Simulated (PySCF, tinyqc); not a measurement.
Inside a calculation. Method: RHF in the sto-3g basis, for OH-, spin multiplicity 1. The basis has no diffuse functions, so it cannot describe the extra electron: this is an exercise in the method, not the real anion. The lowest restricted solution is unstable here: a spin-polarised one lies 0.0365 hartree lower (PySCF). One step of it, computed by the program tinyqc.

Task: Iteration 3: building the Fock matrix. J_ij = sum D_kl (ij|kl), K_ij = sum D_kl (ik|jl); F = H + J - 0.5 K; E = tr D H + tr D J / 2 - 0.25 tr D K + E_nn.

D after iteration 2, order 1O 1s, 1O 2s, 1O 2px, 1O 2py, 1O 2pz, 2H 1s:
```
[[2.119202, -0.504361, 0.000000, 0.000000, 0.000256, 0.031150],
 [-0.504361, 2.135219, 0.000000, 0.000000, -0.006613, -0.179748],
 [0.000000, 0.000000, 2.000000, 0.000000, 0.000000, 0.000000],
 [0.000000, 0.000000, 0.000000, 2.000000, 0.000000, 0.000000],
 [0.000256, -0.006613, 0.000000, 0.000000, 0.027278, 0.229868],
 [0.031150, -0.179748, 0.000000, 0.000000, 0.229868, 1.944275]]
```

core Hamiltonian H = T + V (hartree), order 1O 1s, 1O 2s, 1O 2px, 1O 2py, 1O 2pz, 2H 1s:
```
[[-31.889156, -7.415924, 0.000000, 0.000000, -0.003811, -0.185218],
 [-7.415924, -8.517691, 0.000000, 0.000000, -0.048100, -0.538890],
 [0.000000, 0.000000, -6.718520, 0.000000, 0.000000, 0.000000],
 [0.000000, 0.000000, 0.000000, -6.718520, 0.000000, 0.000000],
 [-0.003811, -0.048100, 0.000000, 0.000000, -6.736828, -0.480731],
 [-0.185218, -0.538890, 0.000000, 0.000000, -0.480731, -2.656621]]
```

Two-electron integrals (ij|kl) in chemists' order, unique and non-zero (hartree):
```
(11|11) 4.785065   (21|11) 0.741380   (21|21) 0.136873   (22|11) 1.118947
(22|21) 0.256633   (22|22) 0.817206   (31|31) 0.024477   (32|31) 0.037809
(32|32) 0.180518   (33|11) 1.115814   (33|21) 0.256684   (33|22) 0.817023
(33|33) 0.880159   (41|41) 0.024477   (42|41) 0.037809   (42|42) 0.180518
(43|43) 0.047444   (44|11) 1.115814   (44|21) 0.256684   (44|22) 0.817023
(44|33) 0.785270   (44|44) 0.880159   (51|51) 0.024477   (52|51) 0.037809
(52|52) 0.180518   (53|53) 0.047444   (54|54) 0.047444   (55|11) 1.115814
(55|21) 0.256684   (55|22) 0.817023   (55|33) 0.785270   (55|44) 0.785270
(55|55) 0.880159   (61|11) 0.018541   (61|21) 0.003398   (61|22) 0.006345
(61|33) 0.006336   (61|44) 0.006336   (61|51) 0.000153   (61|52) 0.000290
(61|55) 0.006364   (61|61) 0.000085   (62|11) 0.059940   (62|21) 0.013986
(62|22) 0.051448   (62|33) 0.050585   (62|44) 0.050585   (62|51) 0.001042
(62|52) 0.008985   (62|55) 0.053123   (62|61) 0.000355   (62|62) 0.004669
(63|31) 0.001264   (63|32) 0.008070   (63|53) 0.001788   (63|63) 0.000588
(64|41) 0.001264   (64|42) 0.008070   (64|54) 0.001788   (64|64) 0.000588
(65|11) 0.052724   (65|21) 0.012433   (65|22) 0.048787   (65|33) 0.046940
(65|44) 0.046940   (65|51) 0.001944   (65|52) 0.014995   (65|55) 0.052428
(65|61) 0.000324   (65|62) 0.005354   (65|65) 0.006626   (66|11) 0.273746
(66|21) 0.064791   (66|22) 0.273299   (66|33) 0.267517   (66|44) 0.267517
(66|51) 0.003785   (66|52) 0.047270   (66|55) 0.284805   (66|61) 0.001636
(66|62) 0.035726   (66|65) 0.047613   (66|66) 0.774606
```

nuclear repulsion = 2.19120998 hartree

Give: Coulomb J; exchange K; Fock matrix F; total energy of this density.

Result:

Coulomb J (hartree), order 1O 1s, 1O 2s, 1O 2px, 1O 2py, 1O 2pz, 2H 1s:
```
[[16.8116, 3.1416, 0.0000, 0.0000, 0.0074, 0.0781],
 [3.1416, 7.6834, 0.0000, 0.0000, 0.0932, 0.4967],
 [0.0000, 0.0000, 7.7264, 0.0000, 0.0000, 0.0000],
 [0.0000, 0.0000, 0.0000, 7.7264, 0.0000, 0.0000],
 [0.0074, 0.0932, 0.0000, 0.0000, 7.5745, 0.4861],
 [0.0781, 0.4967, 0.0000, 0.0000, 0.4861, 3.6907]]
```

exchange K (hartree), order 1O 1s, 1O 2s, 1O 2px, 1O 2py, 1O 2pz, 2H 1s:
```
[[9.7837, 1.6373, 0.0000, 0.0000, 0.0002, 0.0432],
 [1.6373, 2.4987, 0.0000, 0.0000, 0.0096, 0.1727],
 [0.0000, 0.0000, 2.2548, 0.0000, 0.0000, 0.0000],
 [0.0000, 0.0000, 0.0000, 2.2548, 0.0000, 0.0000],
 [0.0002, 0.0096, 0.0000, 0.0000, 0.6447, 0.1772],
 [0.0432, 0.1727, 0.0000, 0.0000, 0.1772, 1.5275]]
```

Fock matrix F (hartree), order 1O 1s, 1O 2s, 1O 2px, 1O 2py, 1O 2pz, 2H 1s:
```
[[-19.9693, -5.0929, 0.0000, 0.0000, 0.0035, -0.1287],
 [-5.0929, -2.0836, 0.0000, 0.0000, 0.0403, -0.1285],
 [0.0000, 0.0000, -0.1195, 0.0000, 0.0000, 0.0000],
 [0.0000, 0.0000, 0.0000, -0.1195, 0.0000, 0.0000],
 [0.0035, 0.0403, 0.0000, 0.0000, 0.5153, -0.0833],
 [-0.1287, -0.1285, 0.0000, 0.0000, -0.0833, 0.2704]]
```

total energy of this density = -73.867263 hartree
